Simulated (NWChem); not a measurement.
Program: NWChem. System: C$_{2}$H$_{3}$O, charge 0, spin multiplicity 2, at a geometry optimised with UB3LYP/def2-SVP. The structure started from a generated list of species. Its SCF solution wasn't tested for a lower state. Level: UHF/def2-TZVP.

NWChem printed:

```
             Northwest Computational Chemistry Package (NWChem) 7.3.0
             --------------------------------------------------------

                                NWChem Input Module
                                -------------------

 Scaling coordinates for geometry "geometry" by  1.889725989
 (inverse scale =  0.529177249)

 Turning off AUTOSYM since
 SYMMETRY directive was detected!

                             Geometry "geometry" -> ""
                             -------------------------

 Output coordinates in angstroms (scale by  1.889725989 to convert to a.u.)

  No.       Tag          Charge          X              Y              Z
 ---- ---------------- ---------- -------------- -------------- --------------
    1 C                    6.0000    -0.07619400    -1.16936000     0.00000000
    2 C                    6.0000     0.42500700     0.25360100     0.00000000
    3 O                    8.0000    -0.19594900     1.26001600     0.00000000
    4 H                    1.0000     0.32684700    -1.68726300     0.88425300
    5 H                    1.0000     0.32684700    -1.68726300    -0.88425300
    6 H                    1.0000    -1.17898000    -1.21104400     0.00000000

 Effective nuclear repulsion energy (a.u.)      62.8178045548

            Nuclear Dipole moment (a.u.)
            ----------------------------
        X                 Y               Z
 ---------------- ---------------- ----------------
     0.0000000000     0.0000075589     0.0000000000

      Symmetry information
      --------------------

 Group name             Cs
 Group number              2
 Group order               2
 No. of unique centers     5

      Symmetry unique atoms

     1    2    3    4    6


 Summary of "ao basis" -> "" (spherical)
 ------------------------------------------------------------------------------
       Tag                 Description            Shells   Functions and Types
 ---------------- ------------------------------  ------  ---------------------
 *                         def2-tzvp                  on all atoms

 Summary of "ao basis" -> "ao basis" (spherical)
 ------------------------------------------------------------------------------
       Tag                 Description            Shells   Functions and Types
 ---------------- ------------------------------  ------  ---------------------
 C                         def2-tzvp                11       31   5s3p2d1f
[...]
    42      0.269662  2 C  pz                70     -0.240475  3 O  pz
    73     -0.190940  3 O  pz

 Vector   14  Occ=0.000000D+00  E= 1.602328D-01  Symmetry=a'
              MO Center=  3.9D-01, -1.3D+00, -2.5D-14, r^2= 5.5D+00
   Bfn.  Coefficient  Atom+Function         Bfn.  Coefficient  Atom+Function
  ----- ------------  ---------------      ----- ------------  ---------------
     5      6.172613  1 C  s                 96     -2.396080  4 H  s
   102     -2.396080  5 H  s                 36     -1.692147  2 C  s
   108     -0.954119  6 H  s                 44      0.719022  2 C  py
     4     -0.696227  1 C  s                 43      0.684293  2 C  px
    12      0.582167  1 C  px                67      0.305528  3 O  s

 center of mass
 --------------
 x =   0.02293819 y =   0.19957883 z =   0.00000000

 moments of inertia (a.u.)
 ------------------
         181.721982433929           4.693533675902           0.000000000000
           4.693533675902          21.559529345910           0.000000000000
           0.000000000000           0.000000000000         192.025206216624

  Mulliken analysis of the total density
  --------------------------------------

    Atom       Charge   Shell Charges
 -----------   ------   -------------------------------------------------------
    1 C    6     6.25   0.85  1.12  0.48  0.69  0.01  1.25  1.42  0.35  0.02  0.05  0.00
    2 C    6     5.81   0.86  1.12  0.54  0.62  0.21  1.10  1.01  0.17  0.04  0.12  0.02
    3 O    8     8.34   0.79  1.18  0.59  0.94  0.32  1.82  1.92  0.73  0.00  0.03  0.00
    4 H    1     0.87   0.26  0.48  0.10  0.02
    5 H    1     0.87   0.26  0.48  0.10  0.02
    6 H    1     0.87   0.26  0.48  0.11  0.02

  Mulliken analysis of the alpha density
  --------------------------------------

    Atom       Charge   Shell Charges
 -----------   ------   -------------------------------------------------------
    1 C    6     3.16   0.43  0.56  0.25  0.35 -0.02  0.65  0.73  0.17  0.01  0.03  0.00
    2 C    6     3.27   0.43  0.56  0.30  0.34  0.16  0.67  0.62  0.10  0.02  0.06  0.01
    3 O    8     4.25   0.40  0.59  0.30  0.48  0.16  0.97  0.99  0.35  0.00  0.02  0.00
    4 H    1     0.43   0.13  0.24  0.05  0.01
    5 H    1     0.43   0.13  0.24  0.05  0.01
    6 H    1     0.46   0.13  0.25  0.07  0.01

   Mulliken analysis of the beta density
   -------------------------------------

    Atom       Charge   Shell Charges
 -----------   ------   -------------------------------------------------------
    1 C    6     3.09   0.43  0.56  0.23  0.33  0.03  0.60  0.69  0.19  0.01  0.02  0.00
    2 C    6     2.54   0.43  0.56  0.24  0.28  0.05  0.43  0.39  0.07  0.02  0.06  0.01
    3 O    8     4.09   0.40  0.59  0.29  0.47  0.16  0.86  0.93  0.38  0.00  0.02  0.00
    4 H    1     0.44   0.13  0.24  0.05  0.01
    5 H    1     0.44   0.13  0.24  0.05  0.01
    6 H    1     0.41   0.13  0.23  0.04  0.01

   Mulliken analysis of the spin density
   -------------------------------------

    Atom       Charge   Shell Charges
 -----------   ------   -------------------------------------------------------
    1 C    6     0.06   0.00 -0.00  0.02  0.02 -0.05  0.05  0.05 -0.02  0.00  0.01  0.00
    2 C    6     0.74   0.00 -0.00  0.06  0.05  0.11  0.24  0.23  0.04  0.00  0.00 -0.00
    3 O    8     0.16   0.00 -0.00  0.01  0.01 -0.00  0.11  0.06 -0.03  0.00 -0.00  0.00
    4 H    1    -0.00  -0.00 -0.00  0.00  0.00
    5 H    1    -0.00  -0.00 -0.00  0.00  0.00
    6 H    1     0.05   0.01  0.01  0.03 -0.00

       Multipole analysis of the density wrt the origin
       ------------------------------------------------

     L   x y z        total         alpha         beta         nuclear
     -   - - -        -----         -----         ----         -------
     0   0 0 0     -0.000000    -12.000000    -11.000000     23.000000

     1   1 0 0      0.073127     -0.489957      0.563084      0.000000
     1   0 1 0     -1.178110     -0.833524     -0.344593      0.000008
     1   0 0 1     -0.000000      0.000000     -0.000000      0.000000

     2   2 0 0    -13.763449    -14.028785    -10.552984     10.818320
     2   1 1 0      0.246943      0.576354      1.345652     -1.675063
     2   1 0 1      0.000000      0.000000      0.000000      0.000000
     2   0 2 0    -14.669494    -59.207873    -57.064689    101.603067
     2   0 1 1     -0.000000     -0.000000     -0.000000      0.000000
     2   0 0 2    -12.707236     -9.447568     -8.844122      5.584454

 Task  times  cpu:        5.5s     wall:        5.5s

 Total times  cpu:        5.6s     wall:        5.6s
```

Q: Write an NWChem input that would produce this output.

A: This is not unique; one that fits is 
```
start mol
memory heap 200 mb stack 900 mb global 1100 mb
geometry units angstroms nocenter noautoz
  C     -0.076194    -1.169360     0.000000
  C      0.425007     0.253601     0.000000
  O     -0.195949     1.260016     0.000000
  H      0.326847    -1.687263     0.884253
  H      0.326847    -1.687263    -0.884253
  H     -1.178980    -1.211044     0.000000
  symmetry group Cs
end
basis spherical
  * library def2-tzvp
end
scf
  uhf
  nopen 1
  maxiter 100
  thresh 1e-7
  semidirect memsize 60000000 filesize 0
  # guess.movecs holds the orbitals of an unrestricted PBE0 run
  vectors input guess.movecs output mol.movecs
end
task scf energy
```
